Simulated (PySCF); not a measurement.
**What builds the electron affinity along group 14**

All values are computed (PySCF 2.14, energy differences of UHF-based or UKS calculations, no spin-orbit coupling). Each column adds one step, in eV (sums use unrounded values): valence MP2, valence CCSD, valence triples, then the next inner shell at CCSD(T) (C 1s, Si 2s 2p, Ge 3s 3p 3d, Sn 4s 4p 4d, Pb 5s 5p 5d). References (photodetachment measurements) marked * lie between the lowest fine-structure levels; the others compare directly ((s) semi-empirical, (t) theoretical).

| element | UHF | + MP2 | + CCSD | + (T) | + inner shell | sum | reference |
| --- | --- | --- | --- | --- | --- | --- | --- |
| C [He] 2s2 2p3 → [He] 2s2 2p2 (def2-TZVPPD, non-relativistic) | 0.309 | 0.722 | -0.115 | 0.048 | 0.007 | 0.971 | 1.262 |
| Si [Ne] 3s2 3p3 → [Ne] 3s2 3p2 (def2-TZVPPD, non-relativistic) | 0.691 | 0.504 | -0.057 | 0.049 | -0.011 | 1.175 | 1.390 * |
| Ge [Ar] 3d10 4s2 4p3 → [Ar] 3d10 4s2 4p2 (def2-TZVPPD, non-relativistic) | 0.531 | 0.427 | -0.031 | 0.035 | 0.017 | 0.978 | 1.233 * |
| Sn [Kr] 4d10 5s2 5p3 → [Kr] 4d10 5s2 5p2 (def2-TZVPPD with the def2 core potential (28 electrons), ECP) | 0.904 | 0.374 | -0.013 | 0.034 | 0.004 | 1.302 | 1.112 * |
| Pb [Xe] 4f14 5d10 6s2 6p3 → [Xe] 4f14 5d10 6s2 6p2 (def2-TZVPPD with the def2 core potential (60 electrons), ECP) | 0.815 | 0.322 | 0.013 | 0.026 | 0.014 | 1.189 | 0.357 * |

What remains against the references is mostly basis incompleteness and, for starred values, spin-orbit coupling.

These are valence bases, so the inner-shell step is incomplete.
